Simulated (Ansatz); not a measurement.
Ansatz (a program for electronic structure) input (HF/6-31G*):

Ansatz 0.2 input:
```yaml
crystal:
  periodic: [false, false, false]
  atoms:
    - {symbol: S, position_ang: [-0.00035127, 0.06133579, 1.22128668]}
    - {symbol: C, position_ang: [-0.01194668, 1.26348676, -0.01970943]}
    - {symbol: C, position_ang: [0.01116711, -1.18150231, -0.00494777]}
    - {symbol: C, position_ang: [-0.00752117, 0.77016704, -1.28934543]}
    - {symbol: C, position_ang: [0.00602726, -0.66271696, -1.26674612]}
    - {symbol: H, position_ang: [0.02098629, -2.21473283, 0.27652712]}
    - {symbol: H, position_ang: [-0.01332752, 1.36680095, -2.18046500]}
    - {symbol: H, position_ang: [0.01160235, -1.27004805, -2.15215635]}
basis:
  gaussian:
    orbitals: 6-31G*
hamiltonian:
  xc: {name: HF}
magnetization: {spin_polarized: true, initial_magnetization: 1}
phonons: {temperatures: {t_min: 298.15, t_max: 298.15, t_step: 100}}
```

Problem. Which harmonic wavenumbers does it give?

Solution. 431, 565, 627, 727, 772, 848, 874, 924, 977, 1099, 1175, 1314, 1411, 1475, 1611, 3393, 3415, 3437 cm⁻¹ (unscaled; negative means imaginary).

The determinant is spin-contaminated: <S^2> is 1.21 against 0.75 for a pure state.
